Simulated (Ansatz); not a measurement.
Predict the output of the script below (Ansatz 0.2.0 through its Python package).

Script `states_lisi.py`:
```python
"""Does a wider search find a lower mean-field state of LiSi?"""

import ansatz as az
import numpy as np

BASIS = "def2-SVP"
XC = "PBE0"
DISPERSION = "d3bj"

GEOMETRY = """
Li    0.00000    0.00000    0.00000
Si    0.00000    0.00000    2.40000
"""

lisi = az.Crystal.molecule()
for line in GEOMETRY.strip().splitlines():
    symbol, *xyz = line.split()
    lisi = lisi.atom(symbol, [float(v) for v in xyz])
symbols = [site.symbol for site in lisi.cartesian_sites]

start = np.array([site.position_ang for site in lisi.cartesian_sites])
for factor in [1.0, 1.3]:
    xyz = (start - start.mean(axis=0)) * factor
    scaled = az.Crystal.molecule()
    for symbol, place in zip(symbols, xyz):
        scaled = scaled.atom(symbol, place.tolist())
    calculation = scaled.calculation()
    calculation = calculation.basis(gaussian=BASIS).functional(XC, dispersion=DISPERSION)
    calculation = calculation.spin("collinear", total=1)
    for search in ("off", "standard"):
        try:
            report = calculation.scf(lower_state_search=search).run().report
        except az.AnsatzError as error:
            print(f"x{factor} search {search}: {type(error).__name__}")
            continue
        state = report["mean_field"]["state"]
        print(f"all distances x{factor}, search {search:8s} E = {report['free_energy_ev']:.5f} eV  <S^2> = {abs(state['spin_squared']):.3f}  other states met: {len(report['mean_field']['others'])}")
```

```console
$ python states_lisi.py
all distances x1.0, search off      E = -8072.34947 eV  <S^2> = 0.754  other states met: 0
all distances x1.0, search standard E = -8072.67943 eV  <S^2> = 1.604  other states met: 6
all distances x1.3, search off      E = -8072.17895 eV  <S^2> = 0.829  other states met: 0
all distances x1.3, search standard E = -8072.31625 eV  <S^2> = 1.404  other states met: 12
```

Caveats:
- Total energies depend on the basis set; only differences at equal settings carry meaning.
- The count of other states can hold repeated and symmetry-equivalent ends of the search; scaling all distances is a test, and for more than two atoms no physical path.
- The species is open-shell (spin multiplicity 2).
- The expectation value of S² is noticeably off S(S+1) in at least one run, so that state is spin-contaminated.
- The spin state was assumed, and another may lie lower.
- The whole script took 8.7 s on 1 thread of Intel(R) Xeon(R) Platinum 8259CL CPU @ 2.50GHz (Skylake/Cascade Lake), with other jobs on the host, peak memory 0.17 GiB.
